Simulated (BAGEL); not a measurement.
# [Si3H6]+ (cyclo-(SiH2)3): levels of theory compared

Wanted: a comparison of 4 runs (UHF/STO-3G, UHF/3-21G, ROHF/6-31G*, ROHF/cc-pVDZ) of [Si3H6]+ (cyclo-(SiH2)3). 

Program for the calculation: BAGEL 1.2.2.

### Step 1. The molecule

The species is [Si3H6]+ (9 atoms), meant as a doublet with charge +1. The shape is that of a GFN2-xTB optimisation. That shape belongs to the parent species and isn't relaxed for this state.

Bond lengths: Si1–Si4 2.342 Å, Si1–Si7 2.341 Å, Si4–Si7 2.341 Å, Si1–H2 1.466 Å, Si1–H3 1.466 Å, Si4–H5 1.466 Å, Si4–H6 1.466 Å, Si7–H8 1.466 Å, Si7–H9 1.466 Å. Some angles: Si1–Si4–Si7 60.0°, Si4–Si1–Si7 60.0°, Si1–Si7–Si4 60.0°, Si1–Si4–H5 121.5°, Si1–Si4–H6 121.7°, H5–Si4–Si7 121.6°, H6–Si4–Si7 121.7°, H2–Si1–Si4 121.7°, H2–Si1–Si7 121.4°, H3–Si1–Si4 121.7°.

### Step 2. A single-point energy at UHF/STO-3G (density fitting with qzvpp-jkfit) (run 1)

job.json

```json
{ "bagel": [

{
  "title": "molecule",
  "basis": "sto-3g",
  "df_basis": "qzvpp-jkfit",
  "angstrom": true,
  "geometry": [
    { "atom": "Si", "xyz": [      -1.134740,       0.093590,       0.729030 ] },
    { "atom": "H", "xyz": [      -2.144300,      -0.949710,       0.933370 ] },
    { "atom": "H", "xyz": [      -1.610690,       1.252820,       1.488970 ] },
    { "atom": "Si", "xyz": [      -0.009500,       0.334880,      -1.310440 ] },
    { "atom": "H", "xyz": [       0.251600,       1.656030,      -1.889910 ] },
    { "atom": "H", "xyz": [      -0.284950,      -0.545230,      -2.450430 ] },
    { "atom": "Si", "xyz": [       1.143480,      -0.425770,       0.580200 ] },
    { "atom": "H", "xyz": [       2.167140,       0.391340,       1.238270 ] },
    { "atom": "H", "xyz": [       1.621950,      -1.807950,       0.680950 ] }
  ]
},

{ "title": "uhf", "charge": 1, "nopen": 1 },

{ "title": "print", "file": "orbitals.molden", "orbitals": true }

]}
```

Started as:

```
BAGEL_NUM_THREADS=1 BAGEL job.json > job.out
```

Log:

```text
* using 1 threads per process

  ===============================================================
  ===============================================================

  *** Geometry ***

  { "atom" : "Si", "xyz" : [     -2.144348,      0.176859,      1.377667 ] },
  { "atom" : "H", "xyz" : [     -4.052140,     -1.794692,      1.763814 ] },
  { "atom" : "H", "xyz" : [     -3.043763,      2.367487,      2.813746 ] },
  { "atom" : "Si", "xyz" : [     -0.017952,      0.632831,     -2.476373 ] },
  { "atom" : "H", "xyz" : [      0.475455,      3.129443,     -3.571412 ] },
  { "atom" : "H", "xyz" : [     -0.538477,     -1.030335,     -4.630642 ] },
  { "atom" : "Si", "xyz" : [      2.160864,     -0.804589,      1.096419 ] },
  { "atom" : "H", "xyz" : [      4.095301,      0.739525,      2.339991 ] },
  { "atom" : "H", "xyz" : [      3.065041,     -3.416530,      1.286809 ] },

  Number of auxiliary basis functions:      492

  Since a DF basis is specified, we compute 2- and 3-index integrals:
    o Being stored without compression. Storage requirement is 0.004 GB

  Number of basis functions:       33
  Number of electrons      :       48

    * METHOD: MOLECULE                             0.41

  *** Open-shell HF ***

  === Nuclear Repulsion ===
   191.9339213862

      * DIIS with orbital gradients will be used.

  === UHF iteration (sto-3g) ===
      0       -859.97738660          0.01967955           0.12
      1       -860.03105310          0.00368640           0.11
      2       -860.03334450          0.00094682           0.12
      3       -860.03362261          0.00032389           0.10
      4       -860.03369691          0.00009863           0.10
      5       -860.03371976          0.00005821           0.12
      6       -860.03373279          0.00004214           0.12
      7       -860.03373656          0.00004102           0.09
      8       -860.03374056          0.00004092           0.10
      9       -860.03373977          0.00004088           0.10
     10       -860.03373737          0.00004079           0.10
     11       -860.03373272          0.00004079           0.10
     12       -860.03375197          0.00004000           0.11
     13       -860.03379916          0.00005578           0.12
     14       -860.03379401          0.00004836           0.13
     15       -860.03383489          0.00018322           0.12
     16       -860.03383554          0.00019968           0.09
     17       -860.03378854          0.00003676           0.10
     18       -860.03384520          0.00010713           0.08
     19       -860.03384082          0.00002916           0.11
     20       -860.03385244          0.00014639           0.11
     21       -860.03385272          0.00014493           0.11
     22       -860.03385257          0.00002342           0.12
     23       -860.03385446          0.00000934           0.13
     24       -860.03385600          0.00000606           0.12
     25       -860.03385686          0.00000282           0.11
     26       -860.03385690          0.00000161           0.11
     27       -860.03385695          0.00000081           0.12
     28       -860.03385696          0.00000038           0.11
     29       -860.03385697          0.00000018           0.12
     30       -860.03385697          0.00000010           0.11
     31       -860.03385697          0.00000007           0.10
     32       -860.03385697          0.00000003           0.10
     33       -860.03385697          0.00000001           0.11
     34       -860.03385697          0.00000001           0.11
    * SCF iteration converged.

    * S^2 (UHF) is 0.7620

    * Permanent dipole moment:
           (   -0.008932,     0.094212,    -0.368894) a.u.

    * METHOD: UHF                                  4.03

    * METHOD: PRINT                                0.00

  ===============================================================
```

It took 5.1 s on 1 thread of Intel Xeon at 2.50GHz (Skylake/Cascade Lake), shared host.

### Step 3. A single-point energy at UHF/3-21G (density fitting with qzvpp-jkfit) (run 2)

hf.json

```json
{ "bagel": [

{
  "title": "molecule",
  "basis": "3-21g",
  "df_basis": "qzvpp-jkfit",
  "angstrom": "true",
  "geometry": [
    { "atom": "Si", "xyz": [      -1.134740,       0.093590,       0.729030 ] },
    { "atom": "H", "xyz": [      -2.144300,      -0.949710,       0.933370 ] },
    { "atom": "H", "xyz": [      -1.610690,       1.252820,       1.488970 ] },
    { "atom": "Si", "xyz": [      -0.009500,       0.334880,      -1.310440 ] },
    { "atom": "H", "xyz": [       0.251600,       1.656030,      -1.889910 ] },
    { "atom": "H", "xyz": [      -0.284950,      -0.545230,      -2.450430 ] },
    { "atom": "Si", "xyz": [       1.143480,      -0.425770,       0.580200 ] },
    { "atom": "H", "xyz": [       2.167140,       0.391340,       1.238270 ] },
    { "atom": "H", "xyz": [       1.621950,      -1.807950,       0.680950 ] }
  ]
},

{
  "title": "uhf",
  "charge": 1,
  "nopen": 1
},

{
  "title": "print",
  "file": "orbitals.molden",
  "orbitals": "true"
}

]}
```

Started as:

```
BAGEL_NUM_THREADS=1 BAGEL hf.json > hf.out
```

Log:

```text
* using 1 threads per process

  ===============================================================
  ===============================================================

  *** Geometry ***

  { "atom" : "Si", "xyz" : [     -2.144348,      0.176859,      1.377667 ] },
  { "atom" : "H", "xyz" : [     -4.052140,     -1.794692,      1.763814 ] },
  { "atom" : "H", "xyz" : [     -3.043763,      2.367487,      2.813746 ] },
  { "atom" : "Si", "xyz" : [     -0.017952,      0.632831,     -2.476373 ] },
  { "atom" : "H", "xyz" : [      0.475455,      3.129443,     -3.571412 ] },
  { "atom" : "H", "xyz" : [     -0.538477,     -1.030335,     -4.630642 ] },
  { "atom" : "Si", "xyz" : [      2.160864,     -0.804589,      1.096419 ] },
  { "atom" : "H", "xyz" : [      4.095301,      0.739525,      2.339991 ] },
  { "atom" : "H", "xyz" : [      3.065041,     -3.416530,      1.286809 ] },

  Number of auxiliary basis functions:      492

  Since a DF basis is specified, we compute 2- and 3-index integrals:
    o Being stored without compression. Storage requirement is 0.010 GB

  Number of basis functions:       51
  Number of electrons      :       48

    * METHOD: MOLECULE                             0.48

  *** Open-shell HF ***

  === Nuclear Repulsion ===
   191.9339213862

      * DIIS with orbital gradients will be used.

  === UHF iteration (3-21g) ===
      0       -865.20482299          0.02109548           0.18
      1       -865.27716632          0.00669683           0.22
      2       -865.28190608          0.00145803           0.17
      3       -865.28233381          0.00051843           0.20
      4       -865.28242404          0.00013945           0.17
      5       -865.28244759          0.00007195           0.20
      6       -865.28245748          0.00004752           0.18
      7       -865.28246129          0.00004382           0.16
      8       -865.28246507          0.00004287           0.18
      9       -865.28246765          0.00004278           0.18
     10       -865.28246999          0.00004275           0.15
     11       -865.28247470          0.00004255           0.17
     12       -865.28248856          0.00004128           0.14
     13       -865.28252788          0.00004483           0.15
     14       -865.28253497          0.00006392           0.26
     15       -865.28254659          0.00034604           0.21
     16       -865.28255354          0.00022155           0.18
     17       -865.28254267          0.00004277           0.18
     18       -865.28256149          0.00005569           0.18
     19       -865.28257168          0.00006009           0.16
     20       -865.28257244          0.00004675           0.14
     21       -865.28257338          0.00002196           0.15
     22       -865.28257345          0.00001855           0.16
     23       -865.28257359          0.00000127           0.18
     24       -865.28257360          0.00000081           0.19
     25       -865.28257360          0.00000065           0.20
     26       -865.28257360          0.00000058           0.19
     27       -865.28257361          0.00000019           0.16
     28       -865.28257361          0.00000009           0.19
     29       -865.28257361          0.00000004           0.15
     30       -865.28257361          0.00000002           0.20
     31       -865.28257361          0.00000001           0.14
     32       -865.28257361          0.00000001           0.16
    * SCF iteration converged.

    * S^2 (UHF) is 0.7620

    * Permanent dipole moment:
           (   -0.008429,     0.087097,    -0.342277) a.u.

    * METHOD: UHF                                  6.13

    * METHOD: PRINT                                0.01

  ===============================================================
```

Wall time 7.2 s (1 thread of Intel Xeon at 2.50GHz (Skylake/Cascade Lake), shared host).

Run 3 isn't shown in full; the table further down has it.

### Step 4. A single-point energy at ROHF/cc-pVDZ (density fitting with qzvpp-jkfit) (run 4)

calc.json

```json
{ "bagel" : [

{
  "title" : "molecule",
  "basis" : "cc-pvdz.json",
  "df_basis" : "qzvpp-jkfit",
  "angstrom" : true,
  "geometry" : [
    { "atom" : "Si", "xyz" : [   -1.134740,    0.093590,    0.729030 ] },
    { "atom" : "H", "xyz" : [   -2.144300,   -0.949710,    0.933370 ] },
    { "atom" : "H", "xyz" : [   -1.610690,    1.252820,    1.488970 ] },
    { "atom" : "Si", "xyz" : [   -0.009500,    0.334880,   -1.310440 ] },
    { "atom" : "H", "xyz" : [    0.251600,    1.656030,   -1.889910 ] },
    { "atom" : "H", "xyz" : [   -0.284950,   -0.545230,   -2.450430 ] },
    { "atom" : "Si", "xyz" : [    1.143480,   -0.425770,    0.580200 ] },
    { "atom" : "H", "xyz" : [    2.167140,    0.391340,    1.238270 ] },
    { "atom" : "H", "xyz" : [    1.621950,   -1.807950,    0.680950 ] }
  ]
},
{
  "title" : "rohf",
  "charge" : 1,
  "nopen" : 1
},
{
  "title" : "print",
  "file" : "orbitals.molden",
  "orbitals" : true
}

]}
```

The basis set cc-pVDZ is read from a file made from the Basis Set Exchange's data (not shown).

Started as:

```
BAGEL_NUM_THREADS=1 BAGEL calc.json > calc.out
```

Log:

```text
* using 1 threads per process

  ===============================================================
  ===============================================================

  *** Geometry ***

  { "atom" : "Si", "xyz" : [     -2.144348,      0.176859,      1.377667 ] },
  { "atom" : "H", "xyz" : [     -4.052140,     -1.794692,      1.763814 ] },
  { "atom" : "H", "xyz" : [     -3.043763,      2.367487,      2.813746 ] },
  { "atom" : "Si", "xyz" : [     -0.017952,      0.632831,     -2.476373 ] },
  { "atom" : "H", "xyz" : [      0.475455,      3.129443,     -3.571412 ] },
  { "atom" : "H", "xyz" : [     -0.538477,     -1.030335,     -4.630642 ] },
  { "atom" : "Si", "xyz" : [      2.160864,     -0.804589,      1.096419 ] },
  { "atom" : "H", "xyz" : [      4.095301,      0.739525,      2.339991 ] },
  { "atom" : "H", "xyz" : [      3.065041,     -3.416530,      1.286809 ] },

  Number of auxiliary basis functions:      492

  Since a DF basis is specified, we compute 2- and 3-index integrals:
    o Being stored without compression. Storage requirement is 0.028 GB

  Number of basis functions:       84
  Number of electrons      :       48

    * METHOD: MOLECULE                             0.59

  *** Open-shell HF ***

  === Nuclear Repulsion ===
   191.9339213862

      * DIIS with orbital gradients will be used.

  === ROHF iteration (cc-pvdz.json) ===
      0       -869.84235046          0.01606719           0.29
      1       -869.91483761          0.00545242           0.31
      2       -869.92195026          0.00203418           0.28
      3       -869.92316722          0.00057666           0.29
      4       -869.92336808          0.00034775           0.32
      5       -869.92348546          0.00022525           0.30
      6       -869.92360853          0.00019732           0.32
      7       -869.92369948          0.00017966           0.28
      8       -869.92386579          0.00015529           0.28
      9       -869.92402210          0.00010618           0.29
     10       -869.92406376          0.00013025           0.27
     11       -869.92406367          0.00007608           0.26
     12       -869.92410009          0.00002133           0.31
     13       -869.92409919          0.00002030           0.34
     14       -869.92409397          0.00000501           0.31
     15       -869.92409647          0.00000113           0.30
     16       -869.92409625          0.00000069           0.32
     17       -869.92409620          0.00000030           0.33
     18       -869.92409619          0.00000010           0.28
     19       -869.92409619          0.00000005           0.32
     20       -869.92409619          0.00000002           0.35
     21       -869.92409619          0.00000001           0.30
    * SCF iteration converged.

    * S^2 (ROHF) is 0.7500

    * Permanent dipole moment:
           (   -0.003625,     0.092734,    -0.367932) a.u.

    * METHOD: ROHF                                 6.99

    * METHOD: PRINT                                0.02

  ===============================================================
```

Wall time 8.1 s (1 thread of Intel Xeon at 2.50GHz (Skylake/Cascade Lake), shared host).

### Step 5. Overview of the runs

| run | level | energy (Eh) | ⟨S²⟩ | wall time |
| --- | --- | --- | --- | --- |
| 1 | UHF/STO-3G (density fitting with qzvpp-jkfit) | -860.033857 | 0.762 | 5.1 s |
| 2 | UHF/3-21G (density fitting with qzvpp-jkfit) | -865.282574 | 0.762 | 7.2 s |
| 3 | ROHF/6-31G* (density fitting with qzvpp-jkfit, spherical functions) | -869.870491 | 0.750 | 7.8 s |
| 4 | ROHF/cc-pVDZ (density fitting with qzvpp-jkfit) | -869.924096 | 0.750 | 8.1 s |

### Step 6. Results

| quantity | value |
| --- | --- |
| run 4: total energy | -869.92410 Eh |
| run 4: ⟨S²⟩ | 0.750 |

In words: In run 1 the basis is minimal, so the values are rough. All runs together took 28 s, the longest 8.1 s.
